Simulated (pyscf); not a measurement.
Structures and frequencies: ωB97X-D3(BJ)/def2-SVP in PySCF.

Q: For the elementary gas-phase step Cl–Ge:–Cl [singlet] + H₂ → Cl–GeH₂–Cl (singlet surface; H–H broken, Ge–H, Ge–H formed), what barrier and reaction energy does B3LYP-D3(BJ)/def2-TZVP give, measured from the separated reactants?

A: ΔE‡ = 234.1 kJ/mol, ΔE = -40.9 kJ/mol. ωB97M-D3(BJ)/def2-TZVP gives 233.7 kJ/mol and -55.9 kJ/mol. Zero-point energy shifts the barrier by +7.0 kJ/mol. It is an insertion, with an imaginary mode of 1550i cm⁻¹. The same reactants have a lower exit, to HCl + Cl–GeH: [singlet] (barrier +127.7 kJ/mol at ωB97M-D3(BJ)/def2-TZVP, against +233.7 kJ/mol here). This is the saddle that the search found; another between the same sides may lie lower. Elements up to Kr have no core potential and no relativistic terms here.
